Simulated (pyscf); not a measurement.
Single points on ωB97X-D3(BJ)/def2-SVP structures (PySCF, gas phase).

Question: PBE/def2-TZVP puts the barrier of H₃C–N(CH₃)–SiH₃ (SMILES CN(C)[SiH3]) + NH₃ (SMILES N) -> H₃C–N(CH₃)–SiH₂–NH₂ (SMILES CN(C)[SiH2]N) + H₂ (SMILES [H][H]) (four-centre exchange; singlet surface; H–Si, H–N broken, N–Si, H–H formed) at 1.34 eV and the reaction energy at -0.40 eV, from the separated reactants. What do r²SCAN/def2-TZVP, B3LYP-D3(BJ)/def2-TZVP, ωB97M-D3(BJ)/def2-TZVP give on the same structures?

Answer: r²SCAN: ΔE‡ = 1.41 eV, ΔE = -0.49 eV; B3LYP-D3(BJ): ΔE‡ = 1.55 eV, ΔE = -0.46 eV; ωB97M-D3(BJ): ΔE‡ = 1.53 eV, ΔE = -0.46 eV. PBE's barrier lies under all of them, by 0.07 to 0.22 eV. Its reaction energy lies over all of them, by 0.06 to 0.09 eV. At the saddle there is also a short H–Si contact that neither side keeps. One saddle was located; it need not be the lowest between these sides.
